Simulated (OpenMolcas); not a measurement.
CH2AlN: a line through the functionals

The species is CH2AlN (5 atoms), meant as a singlet with charge 0. As SMILES, `N#[C][AlH2]`. Geometry: relaxed at PBE0-D4/def2-TZVP.

The HOMO–LUMO gap y, in eV, basis aug-cc-pVDZ; a is the functional's share of exact exchange. Programs: OpenMolcas 26.06.

```
functional     program     a  y (eV)
    r2SCAN  OpenMolcas     0    5.13
      BLYP  OpenMolcas     0    4.54
     B3LYP  OpenMolcas   0.2       ?
      PBE0  OpenMolcas  0.25    6.62
     BHLYP  OpenMolcas   0.5    8.61
```

Question: Fit y = c + s·a to the known rows and predict B3LYP.

Answer: 
1. Means of the 4 rows: a = 0.1875, y = 6.225.
2. Σ(Δa)² = 0.17188, Σ(Δa·Δy) = 1.2912, so the slope is 1.2912/0.17188 = 7.5122.
3. Intercept: 6.225 − (7.5122) × 0.1875 = 4.816. The largest residual of the fit is 0.31.
4. B3LYP: 4.816 + (7.5122) × 0.2 = 6.32 eV.

The run gave 6.19 eV, so the prediction is off by +0.13 eV, within the scatter of the fit. Exact exchange lowers occupied levels and raises empty ones. The rows mix families of semi-local functionals, which the line can't see.
